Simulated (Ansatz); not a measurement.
# C2H5O+ (SMILES [CH2+]OC): functionals against CCSD(T) at one geometry

The atoms stand at a structure displaced at random from a GFN2-xTB minimum. How far do the functionals agree with CCSD(T) there?

Method: single points in def2-TZVPP; program: Ansatz 0.2.0, Gaussian basis.

Correlated methods freeze the cores. B3LYP uses VWN-RPA correlation.

## (1) The system as given

8 atoms, charge 1, spin multiplicity 1.

Atoms are counted from 1 here; the program's logs count them from 0.

Bond lengths: C1–O2 1.281 Å, C1–H4 1.134 Å, C1–H5 1.026 Å, O2–C3 1.330 Å, C3–H6 1.126 Å, C3–H7 1.119 Å, C3–H8 1.000 Å. Angles: O2–C1–H4 116.0°, O2–C1–H5 123.6°, H4–C1–H5 120.1°, C1–O2–C3 129.2°, O2–C3–H6 101.2°, O2–C3–H7 105.1°, O2–C3–H8 112.0°, H6–C3–H7 108.2°, H6–C3–H8 113.8°, H7–C3–H8 115.4°.

Geometry (Å):

```
C    -0.9221    0.5508   -0.8129
O    -0.2661   -0.4390   -0.3311
C     0.6939   -0.4432    0.5893
H    -1.6303    0.3108   -1.6659
H    -0.7666    1.5254   -0.5326
H     0.2392   -1.1085    1.3763
H     1.5468   -0.9932    0.1173
H     0.9051    0.4787    0.9137
```

## (2) CCSD(T)/def2-TZVPP

run/in.yaml reads:

```yaml
crystal:
  periodic: [false, false, false]
  atoms:
    - {symbol: C, position_ang: [-0.922100, 0.550800, -0.812900]}
    - {symbol: O, position_ang: [-0.266100, -0.439000, -0.331100]}
    - {symbol: C, position_ang: [0.693900, -0.443200, 0.589300]}
    - {symbol: H, position_ang: [-1.630300, 0.310800, -1.665900]}
    - {symbol: H, position_ang: [-0.766600, 1.525400, -0.532600]}
    - {symbol: H, position_ang: [0.239200, -1.108500, 1.376300]}
    - {symbol: H, position_ang: [1.546800, -0.993200, 0.117300]}
    - {symbol: H, position_ang: [0.905100, 0.478700, 0.913700]}
basis:
  gaussian: {orbitals: def2-TZVPP}
total_charge: 1
correlation: {method: ccsd_t}
output: {forces: true}
```

The command line of these runs was not kept.

## (3) PBE0-D4/def2-TZVPP

run/in.yaml: that of step 2 with these lines changed.

```diff
@@ -14,3 +14,3 @@
 total_charge: 1
-correlation: {method: ccsd_t}
-output: {forces: true}
+hamiltonian: {xc: pbe0, dispersion: d4}
+output: {forces: true, orbitals: {seedname: orbitals}}
```

## (4) wB97M-V/def2-TZVPP

run/in.yaml: that of step 3 with these lines changed.

```diff
@@ -14,3 +14,3 @@
 total_charge: 1
-hamiltonian: {xc: pbe0, dispersion: d4}
-output: {forces: true, orbitals: {seedname: orbitals}}
+hamiltonian: {xc: {name: wB97M-V}}
+output: {forces: true}
```

## (5) r2SCAN-D4/def2-TZVPP

run/in.yaml: that of step 4 with these lines changed.

```diff
@@ -14,3 +14,3 @@
 total_charge: 1
-hamiltonian: {xc: {name: wB97M-V}}
+hamiltonian: {xc: r2scan, dispersion: d4}
 output: {forces: true}
```

## (6) PBE-D4/def2-TZVPP

run/in.yaml: that of step 5 with these lines changed.

```diff
@@ -14,3 +14,3 @@
 total_charge: 1
-hamiltonian: {xc: r2scan, dispersion: d4}
+hamiltonian: {xc: pbe, dispersion: d4}
 output: {forces: true}
```

## (7) B3LYP-D4/def2-TZVPP

run/in.yaml: that of step 6 with these lines changed.

```diff
@@ -14,3 +14,3 @@
 total_charge: 1
-hamiltonian: {xc: pbe, dispersion: d4}
+hamiltonian: {xc: {name: B3LYP}, dispersion: d4}
 output: {forces: true}
```

## (8) HSE06-D4/def2-TZVPP

run/in.yaml: that of step 7 with these lines changed.

```diff
@@ -14,3 +14,3 @@
 total_charge: 1
-hamiltonian: {xc: {name: B3LYP}, dispersion: d4}
+hamiltonian: {xc: hse06, dispersion: d4}
 output: {forces: true}
```

(Steps that only read results are left out.)

What does the calculation give? Wanted: energy less free atoms, CCSD(T)/def2-TZVPP; RMS force component; RMS force error; HOMO and LUMO, PBE0-D4; T1 diagnostic.

The runs gave:

| quantity | value |
| --- | --- |
| energy less free atoms, CCSD(T)/def2-TZVPP | -2102.2 kJ/mol |
| RMS force component | 2.178 to 2.424 eV/Å over the methods |
| RMS force error | PBE0-D4 0.282, wB97M-V 0.187, r2SCAN-D4 0.199, PBE-D4 0.325, B3LYP-D4 0.176, HSE06-D4 0.282 eV/Å |
| HOMO and LUMO, PBE0-D4 | -16.43 and -9.43 eV |
| T1 diagnostic | 0.021 |

Against CCSD(T) the functionals' energies less atoms differ by -142.8 to -67.3 kJ/mol, PBE-D4 by -142.8 kJ/mol. The reference is not at the basis limit: in triple zeta CCSD(T) underbinds, which counts against methods that bind more; the gaps are no ranking. On forces the order runs from B3LYP-D4 to PBE-D4. Frozen-core CCSD(T) forces in triple zeta carry basis errors of their own, and this is one geometry, so small gaps rank nothing.
